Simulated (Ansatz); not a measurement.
A run of Ansatz (development build ahead of 0.2.0) on doublet O2(-) in separate pieces at this shape:

| atom | x (Å) | y (Å) | z (Å) |
| --- | --- | --- | --- |
| O | 0.0000 | 0.0000 | 0.0000 |
| O | 0.0000 | 0.0000 | 8.0000 |

Its results:

```json
{"Converged": "yes", "Total energy": "-150.07580 hartree", "Spin squared of the determinant": "0.750", "Stability test": "minimum among restricted orbitals"}
```

Task: Which input gives this output? Name the method, the orbitals and the basis set, and write the input.

Result: PBE (restricted open-shell) in pcseg-2.

```yaml
crystal:
  periodic: [false, false, false]
  atoms:
    - { symbol: O, position_ang: [0.0, 0.0, 0.0] }
    - { symbol: O, position_ang: [0.0, 0.0, 8.0] }
basis:
  gaussian: { orbitals: pcseg-2 }
total_charge: -1
magnetization:
  initial_magnetization: 1
hamiltonian:
  xc: pbe
```

Caution: stretched shape with no unrestricted run beside it, a lower state can exist; no diffuse functions for an anion; charge can spread falsely over distant fragments.
